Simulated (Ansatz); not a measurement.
Process, species as SMILES: CCl (CH3-Cl) → [CH2-]Cl + H+
B3LYP-D3(BJ)/def2-TZVP geometries, fixed; electronic energies without zero-point terms.

Basis-set convergence of the deprotonation energy at B3LYP with Ansatz (an electronic-structure program). Cartesian d functions, on some or all atoms, in 6-31+G*; all else is spherical. The program fits the integrals of some runs and decomposes those of others, by size. No added dispersion term, no relativity. Functions are those of the species that has most. Reference: the value in aug-pcseg-3, 404.30 kcal/mol, itself unsure by roughly 0.24 kcal/mol (its mean distance from aug-cc-pV(Q+d)Z, def2-QZVPPD). Deviations are taken from unrounded values.

| basis | functions | deprotonation energy (kcal/mol) | minus reference (kcal/mol) |
|---|---|---|---|
| 3-21G | 28 | 418.85 | 14.55 |
| pcseg-0 | 28 | 411.51 | 7.21 |
| def2-SV(P) | 38 | 417.79 | 13.49 |
| 6-31+G* | 48 | 404.91 | 0.61 |
| def2-SVPD | 71 | 404.22 | -0.08 |
| pcseg-2 | 106 | 407.14 | 2.84 |
| cc-pV(T+d)Z | 111 | 409.92 | 5.62 |
| def2-TZVPPD | 139 | 404.92 | 0.62 |
| cc-pV(Q+d)Z | 209 | 407.50 | 3.19 |

The smallest set listed that lies within 2 kcal/mol of the reference with all its larger relatives (same family, alike in diffuse functions; a set with none counts only in the reference's own line) is 6-31+G* (48 functions, 0.61 kcal/mol off). (Relatives not listed, tested too: 6-311+G** -0.36, 6-311++G(2d,2p) -0.68, def2-TZVPD 0.35, 6-311++G(3df,3pd) -0.03, def2-QZVPPD 0.43 kcal/mol.)
